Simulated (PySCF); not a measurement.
# cyclopentane: full NMR table

- Formula: C5H10
- SMILES: C1CCCC1
- InChI: InChI=1S/C5H10/c1-2-4-5-3-1/h1-5H2
- Point group of the computed structure: C1
- Degrees of unsaturation: 1
- Carbon signals: 1
- Proton signals: 1

Atoms are numbered as in `[CH2:1]1[CH2:2][CH2:3][CH2:4][CH2:5]1`. Hydrogens are named by the atom that carries them.

Non-relativistic Hamiltonian, equivalent nuclei averaged, in vacuum, one conformer. Structure optimised with PBE0-D3(BJ)/def2-TZVP; shielding tensors at B97-2/pcSseg-2 (GIAO); couplings computed with B3LYP/pcJ-2 (without the spin–dipole term); PySCF 2.14.0 with density-fitted response routines.

Shifts are taken against calculated references (same method and geometry level): TMS for 1H and 13C.

| carbon | δC, type | δH (multiplicity, J in Hz) | HMBC from (abs. J ≥ 3 Hz) | span of the C tensor (ppm) |
| --- | --- | --- | --- | --- |
| C1/C2/C3/C4/C5 | 30.1, CH2 | 1.60 (s) | H(C1)/H(C2)/H(C3)/H(C4)/H(C5) | 41 |

Selected couplings (Hz, signed; the shortest-range and largest first, 30 at most; isotopes 13C, 1H): 1J(C1,H(C1)) 133.2.

1. Carbon types of the structure: 5 × CH2, which accounts for all hydrogens.
2. δC 30.1: sp3 CH2 in a ring; saturated and bonded to C and H only.
3. δH 1.60: hydrogen on an sp3 CH2 in a ring; far from electronegative atoms and π systems.

Shifts are as computed. Against solution values, carbons near 30 ppm lie about +3 ppm off and those near 130 ppm about +7 ppm. Of 1309 compounds with measured shifts, 239 miss one by over three times the rms of a fit or turn the order of signals round; such compounds aren't used in these exercises.
